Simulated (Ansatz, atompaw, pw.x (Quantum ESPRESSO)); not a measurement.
## Equation-of-state test of one PAW (atompaw) potential (Re)

atompaw 4.2.0.5 input, output lines left out:

```
Re 75
LDA-PW scalarrelativistic loggrid 2001 logderivrange -8 5 326
6 6 5 4 0 0
6 1 0
5 2 5
0 0 0
c
c
c
c
v
v
c
c
c
v
v
c
c
v
v
3
2.45 2.00 2.25 2.15
n
n
y
1.9
n
y
-1.05
n
bloechl besselshape
4 0 troulliermartins
```

Atomic tests: cutoffs needed: 50 Ry and 70 Ry (the cutoffs (Ry, on a coarse ladder) from which the occupation-weighted sum of valence levels, in a spherical-Bessel basis at the reference potential, stays within 10 and 1 mRy of its value at 400 Ry); ghost test: no extra level below or beside the all-electron valence levels (s, p, d, f tested) (spherical-Bessel basis up to 400 Ry, 20 bohr box); lowest eigenvalue of the overlap operator: 0.55 (s channel).

Crystal test: diamond Re in pw.x 7.5, no spin, 8³ k-points, Fermi–Dirac smearing 0.01 Ry, cutoffs 85/850 Ry. The reference is all-electron LAPW (Ansatz 0.2.0) with the same functional, mesh and smearing; V0 and B0 come from Birch–Murnaghan fits to the pressures at five volumes. Errors are pseudo minus all-electron; Δ is the rms difference of the E(V) curves that follow from these fits, minima aligned, over ±6 % about the mean V0. Mesh and smearing are coarse, so the numbers serve the comparison and aren't converged zero-temperature values; the lattice is a test structure that the element need not adopt.

```
V (Å³/atom)  P all-electron (GPa)  P pseudo (GPa)
     20.420                 11.28           11.16
     20.958                  5.24            5.12
     21.495                 -0.05           -0.18
     22.032                 -4.71           -4.85
     22.570                 -8.79           -8.90
```

All-electron: a0 = 5.560 Å (V0 = 21.49 Å³/atom), B0 = 198.6 GPa.

Pseudopotential: mean pressure error (GPa): -0.12; a0 (Å): 5.559; a0 error (%): -0.02; B0 error (%): +0.3; Δ (meV/atom): 0.6. The largest radius (2.45 bohr) exceeds half the bond length (2.28 bohr), so the spheres overlap, which is one possible source of error among others.

**Question.** At the middle volume, how do free energy and pressure move when the wave cutoff is lowered (ecutrho held at 850 Ry)?

**Answer.**

| cutoff (Ry) | shift of F (meV/atom) | shift of P (GPa) |
| --- | --- | --- |
| 38 | +1127.4 | -28.98 |
| 51 | +125.7 | -5.35 |
| 68 | +4.1 | -0.26 |

The run at the middle volume (29 k-points, 9 iterations) took about 2 min on one core of a shared host (Intel(R) Xeon(R) Platinum 8559C, 192 threads, 1488 GiB, load 94).
